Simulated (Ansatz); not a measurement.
# SnH3⁻, quintet: the ladder up to UCCSDT(Q)

Geometry: that of the SnH3⁻, triplet, kept fixed. The triplet lies 5.1 eV lower here.

| atom | x (Å) | y (Å) | z (Å) |
| --- | --- | --- | --- |
| Sn | 0.0000 | -0.0123 | 0.0000 |
| H | 0.0000 | -0.1535 | -1.9014 |
| H | 0.0000 | 1.7590 | 0.0000 |
| H | 0.0000 | -0.1535 | 1.9014 |

Basis def2-SVPD with its core potentials; Ansatz 0.2.0. Correlated methods freeze the noble-gas cores and the filled d shells of p-block atoms, which leaves 8 electrons in 47 orbitals. Prefix R: restricted or restricted open-shell reference; prefix U: unrestricted. Active spaces: valence = (8e, 7o) chosen from the atoms' valence shells. No spin–orbit coupling is included; scalar relativity enters through the core potentials alone. This anion state lies near or above the neutral species, so the extra electron is weakly bound or unbound and the energies hang on the diffuse functions.

Full CI isn't at hand for all of this; UCCSDT(Q) serves as the reference, and is uncertain by the last step of the cluster series or more. The frozen core follows each run's orbitals, which can shift R against U totals by a few meV for light atoms and by up to 0.1 eV past Ca.

- UHF ⟨S²⟩: 6.056
- T1 diagnostic (RCCSD): 0.0557
- largest doubles amplitude (RCCSD): 0.090
- T1 diagnostic (UCCSD): 0.0414

```json
{"level": "UHF", "E − E(UCCSDT(Q)) (kJ/mol)": "325.4", "wall time": "–"}
{"level": "UMP2", "E − E(UCCSDT(Q)) (kJ/mol)": "94.3", "wall time": "–"}
{"level": "UCCSD", "E − E(UCCSDT(Q)) (kJ/mol)": "17.7", "wall time": "–"}
{"level": "UCCSD(T)", "E − E(UCCSDT(Q)) (kJ/mol)": "5.0", "wall time": "15 s"}
{"level": "UCCSDT", "E − E(UCCSDT(Q)) (kJ/mol)": "0.8", "wall time": "–"}
```

Run but not shown, since their state, orbitals or frozen core can't be matched to the reference's or they repeat it: RHF, RMP2, RCCSD, RCCSD(T), BCCD(T), RCCSDT, RCCSDT(Q), CASSCF (valence space), NEVPT2 (valence space), MRCISD (valence space), MRCISD+Q (valence space).

Times hold each run's SCF and search for its determinant on a shared host, so for small cases they say little of a method's own cost; they ran on 1 thread of Arm Neoverse V1. Some runs computed forces too.

Natural occupations of CASSCF (valence space) about the gap: 1.995 1.954 1.013 1.000 1.000 0.989 0.048; effectively unpaired electrons, Σ n²(2−n)², 4.02.
